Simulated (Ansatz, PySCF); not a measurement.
Species: formic acid, CH$_{2}$O$_{2}$, charge 0, multiplicity 1. SMILES: C(=O)O
Coordinates optimised at B3LYP-D3(BJ)/def2-TZVP (Ansatz, an electronic-structure program):
```xyz
5

O     -1.0316    -0.4355    -0.0191
C      0.0042     0.4206     0.0039
O      1.1586     0.1057     0.0179
H     -0.6697    -1.3375    -0.0221
H     -0.3712     1.4518     0.0079
```

Wanted: atomisation energy, in kcal/mol. Terms: non-relativistic; open shells spin-unrestricted; valence correlation only; dispersion terms only where a functional's name holds one; no spin-orbit coupling; atomisation electronic, to ground-state atoms. CBS marks a two-point X^-3 extrapolation of the correlation energy; Hartree-Fock from the larger set. First-principles rows: single points at B3LYP-D3(BJ) geometries (Ansatz).

```csv
species,coefficient,"E at BP86/def2-SVP (PySCF), Eh","E at wB97M-V/def2-TZVPD (Ansatz), Eh"
O=CO,-1,-189.62500,-189.78999
C atom,+1,-37.80175,-37.84643
H atom,+2,-0.49913,-0.49411
O atom,+2,-74.99134,-75.07806
```

Coupled cluster (Ansatz) is a level with limits of its own, used here on species with T1 under 0.025 (0.045 for open shells) and stable references: CCSD(T)/CBS(cc-pVTZ,cc-pVQZ). Value to compare with, CCSD(T)/CBS(cc-pVTZ,cc-pVQZ) (Ansatz): 500.3 kcal/mol. 1 Eh = 627.5095 kcal/mol.

Compute it at each level from the table, and compare with CCSD(T)/CBS(cc-pVTZ,cc-pVQZ) (Ansatz).


- BP86/def2-SVP: the sum of coefficient times E is 0.84231 Eh, or 528.56 kcal/mol. Result: 528.6 kcal/mol. Its difference against CCSD(T)/CBS(cc-pVTZ,cc-pVQZ) (Ansatz) is 28.3 kcal/mol.
- wB97M-V/def2-TZVPD: the sum of coefficient times E is 0.79922 Eh, or 501.52 kcal/mol. Result: 501.5 kcal/mol. Its difference against CCSD(T)/CBS(cc-pVTZ,cc-pVQZ) (Ansatz) is 1.2 kcal/mol.
